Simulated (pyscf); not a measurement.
Thermochemistry of product channels of H₆O₃Si₃ (SMILES O1[SiH2]O[SiH2]O[SiH2]1) + F–C•(F)–F (SMILES F[C](F)F) on the doublet surface, in kcal/mol, from ωB97M-D3(BJ)/def2-TZVP energies (ideal gas, 1 atm, RRHO with modes under 100 cm⁻¹ raised to 100, one conformer, R ln 2 for chiral ones without a mode under 150 cm⁻¹). Optimised with ωB97X-D3(BJ)/def2-SVP in PySCF.

```
products                                                                      ΔE  ΔH(298 K)  ΔG(298 K)  ΔG(1200 K)
--------------------------------------------------------------------  ----------  ---------  ---------  ----------
H₅FO₃Si₃ (SMILES F[SiH]1O[SiH2]O[SiH2]O1) + F–CH•–F (SMILES F[CH]F)   (withheld)      -47.0      -48.5       -52.9
CH₅F₃O₃Si₃ (SMILES FC(F)(F)[SiH]1O[SiH2]O[SiH2]O1) + H• (SMILES [H])        +6.6       +4.0       +8.5       +17.9
```

Q: Complete the blanks.

A: 
- H₅FO₃Si₃ (SMILES F[SiH]1O[SiH2]O[SiH2]O1) + F–CH•–F (SMILES F[CH]F), ΔE: -48.4

These are energies of the channels, which say nothing of barriers.
